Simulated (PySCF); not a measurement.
## Property card for 1-methylcyclopropene (`CC1=CC1`)

Compound: 1-methylcyclopropene, C4H6.
Structure used (PBE0-D3(BJ)/def2-TZVP), in Å, numbered top down from 1:
```xyz
10
C4H6 angstrom
C     -1.4576    0.1404   -0.1234
C      0.0084    0.1361   -0.0965
C      1.1548    0.6400   -0.4018
C      1.2003   -0.6115    0.4206
H     -1.8335   -0.7867   -0.5667
H     -1.8478    0.9856   -0.6929
H     -1.8557    0.1876    0.8943
H      1.7395    1.4015   -0.8891
H      1.4880   -1.5563   -0.0449
H      1.4550   -0.5556    1.4810
```

Among its groups: C=C double bond and cyclopropene ring.

PBE0-D3(BJ)/def2-TZVP geometry optimisation, gas phase (PySCF):

```yaml
Point_group: Cs
Rotational_constants_A_B_C: 20.871, 6.431, 5.246 GHz
```

**CAM-B3LYP/aug-cc-pVTZ ground state and vertical TDDFT (core frozen in the response) (PySCF)**

```yaml
Dipole_moment: 0.92 D
HOMO_energy: -8.16 eV
LUMO_energy: 0.29 eV
HOMO–LUMO_gap: 8.45 eV
Lowest_singlet_excitation: 6.01 eV (206 nm, f = 0.000)
Strongest_line_among_the_10_lowest_singlet_transitions: S2 at 6.30 eV (197 nm, f = 0.109)
Lowest_triplet_excitation_Tamm–Dancoff: 4.25 eV
Static_isotropic_polarisability: 47.9 au
Electronic_spatial_extent_⟨r²⟩_about_the_centre_of_nuclear_charge: 285 bohr²
```

PBE0/pcSseg-2 ground state and GIAO shieldings, non-relativistic (PySCF):

```yaml
Lowest_Hirshfeld_atomic_charge: -0.11 e on C1/C4
Highest_Hirshfeld_atomic_charge: +0.07 e on H8
13C_chemical_shifts_computed_TMS_as_zero_by_class: 130.0 (C2), 108.6 (C3), 15.0 (C1), 9.1 (C4) ppm
1H_chemical_shifts_computed_TMS_as_zero_by_class: 6.69 (H8), 2.21 (H5/H6/H7), 1.02 (H9/H10) ppm
Mayer_bond_orders_between_heavy_atoms: C1–C2 0.95, C2–C3 1.89, C3–C4 0.98, C4–C2 0.88
```

Monoisotopic mass from the formula: 54.0470 u.

The vertical singlet–triplet gap S1 − T1 is 1.76 eV (TDDFT singlet less Tamm–Dancoff triplet). The largest Löwdin shares of the HOMO are 0.30 on C3, 0.26 on C2, 0.20 on C4 and 0.06 on C1. S1 lies 2.44 eV below the HOMO–LUMO gap; its leading configuration is HOMO→LUMO, weight 0.82. With B = h/(8π²I), that is 505.379 GHz u Å² over I, the principal moments of inertia are 24.2, 78.6 and 96.3 u Å² (most abundant isotopes). The 10 singlets span 6.01 to 7.60 eV, and their oscillator strengths add up to 0.24. No computed singlet falls in the visible range (750 to 380 nm, 1.65 to 3.26 eV); S1 lies 2.75 eV above its blue end. A dipole of 0.92 D is allowed in Cs, and pure rotational transitions are dipole-allowed.

Isolated species at its PBE0-D3(BJ)/def2-TZVP geometry, gas phase. NMR classes are plain means over equivalent atoms (diastereotopic ones count apart unless rotation or inversion swaps them), as if these changed places fast; in this geometry the members of some classes differ.
